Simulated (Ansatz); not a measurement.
Mulliken charges of `FCC1=CS1` from ωB97M-V/def2-TZVPP in Ansatz (PBE0-D4/def2-TZVP geometry).

| atom | x (Å) | y (Å) | z (Å) | charge (e) |
| --- | --- | --- | --- | --- |
| F1 | -0.195 | 1.658 | 1.248 | -0.209 |
| C2 | 0.542 | 0.889 | 0.376 | 0.086 |
| C3 | -0.249 | -0.228 | -0.139 | -0.003 |
| C4 | -0.414 | -1.457 | -0.439 | -0.143 |
| S5 | -1.807 | -0.482 | -1.091 | -0.128 |
| H6 | 1.423 | 0.509 | 0.902 | 0.100 |
| H7 | 0.858 | 1.529 | -0.455 | 0.106 |
| H8 | -0.066 | -2.475 | -0.458 | 0.191 |

**Question.** By hand: the dipole of these point charges (1 e Å = 4.8032 D).

**Answer.** Σ q r = (0.599, -0.259, -0.071) e Å, of length 0.656 e Å = 3.15 D.

**Question.** How does the dipole of the full density compare? (Estimate.)

**Answer.** Ansatz gave: (0.597, -0.279, -0.023) e Å, 3.17 D; the point charges give 0.99 times that, at 5° from its direction.

Point charges leave out the atoms' own dipoles, such as those of lone pairs, and Mulliken's split depends on the basis, so the close match here is no proof of good charges.
